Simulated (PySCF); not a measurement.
Molecule: SMILES Nc1nccs1, C3H4N2S.

Mapped SMILES: `[NH2:1][c:2]1[n:3][cH:4][cH:5][s:6]1` (H(Xn): hydrogen on atom n).

Geometry PBE0-D3(BJ)/def2-SVP throughout; GIAO in PySCF 2.14, gas phase, one conformer, non-relativistic; equivalent atoms averaged; functional PBE0.

**Question.** How do the shifts δ (against NH3, TMS, CS2 at the same level) depend on the basis set? (ppm; last column core-seconds on 1 thread of an Arm Neoverse V1, shared host)

**Answer.** 
| basis set | functions | N3 | N1 | C2 | C4 | C5 | S6 | H(C4) | H(C5) | H(N1) | core-s |
| --- | --- | --- | --- | --- | --- | --- | --- | --- | --- | --- | --- |
| STO-3G | 38 | 204.4 | 37.2 | 130.7 | 112.0 | 111.4 | 112.3 | 6.39 | 6.03 | 3.39 | 2.6 |
| 6-31G | 66 | 258.0 | 65.5 | 160.6 | 133.0 | 112.1 | 142.4 | 7.12 | 6.40 | 3.74 | 5.3 |
| pcSseg-0 | 66 | 294.4 | 81.5 | 177.9 | 149.9 | 124.6 | 158.4 | 7.13 | 6.14 | 3.60 | 5 |
| 6-31G* | 96 | 249.1 | 64.7 | 158.8 | 132.0 | 105.1 | 169.9 | 6.86 | 5.95 | 3.56 | 7.2 |
| def2-SVP | 108 | 266.6 | 72.4 | 164.0 | 136.6 | 108.7 | 179.8 | 6.77 | 6.01 | 3.66 | 7.3 |
| cc-pVDZ | 108 | 269.3 | 73.5 | 164.6 | 137.1 | 110.0 | 160.7 | 6.88 | 6.17 | 3.67 | 9.5 |
| pcSseg-1 | 129 | 291.4 | 83.2 | 171.0 | 144.5 | 113.8 | 180.5 | 7.05 | 6.29 | 4.06 | 13 |
| aug-cc-pVDZ | 178 | 268.9 | 72.3 | 166.6 | 136.9 | 109.7 | 174.0 | 7.21 | 6.59 | 4.36 | 19 |
| 6-311+G(2d,p) | 194 | 283.8 | 77.1 | 171.3 | 142.9 | 112.2 | 206.3 | 7.11 | 6.48 | 4.11 | 18 |
| def2-TZVP | 216 | 290.3 | 78.9 | 173.3 | 144.6 | 112.3 | 210.0 | 7.14 | 6.44 | 4.08 | 22 |
| cc-pVTZ | 240 | 288.7 | 80.3 | 171.5 | 143.5 | 112.3 | 181.9 | 7.06 | 6.44 | 4.21 | 30 |
| IGLO-III | 259 | 292.2 | 78.5 | 176.5 | 147.6 | 115.8 | 214.8 | 7.12 | 6.47 | 4.26 | 32 |
| pcSseg-2 | 279 | 294.8 | 79.9 | 178.3 | 149.1 | 116.8 | 202.6 | 7.18 | 6.50 | 4.43 | 31 |

**Question.** Which nucleus moves most, in ppm?

**Answer.** S6 (aromatic ring sulfur): from 112.3 ppm with STO-3G to 214.8 ppm with IGLO-III. The smallest spread is 0.64 ppm, at H(C5). Proton shifts span only some 12 ppm, so a few tenths of a ppm matter as much there as several ppm in carbon.

**Question.** Taking the largest basis, pcSseg-2 (279 functions), as the yardstick, rank the others by their worst heavy-atom deviation.

**Answer.** def2-TZVP 7.4 ppm (216 functions), 6-311+G(2d,p) 11.1 ppm (194 functions), IGLO-III 12.2 ppm (259 functions), cc-pVTZ 20.7 ppm (240 functions), pcSseg-1 22.1 ppm (129 functions), def2-SVP 28.3 ppm (108 functions), aug-cc-pVDZ 28.6 ppm (178 functions), cc-pVDZ 41.9 ppm (108 functions), pcSseg-0 44.1 ppm (66 functions), 6-31G* 45.7 ppm (96 functions), 6-31G 60.1 ppm (66 functions), STO-3G 90.5 ppm (38 functions).

A small basis that lands close on one nucleus may do so by chance; judge by the trend and by all nuclei.
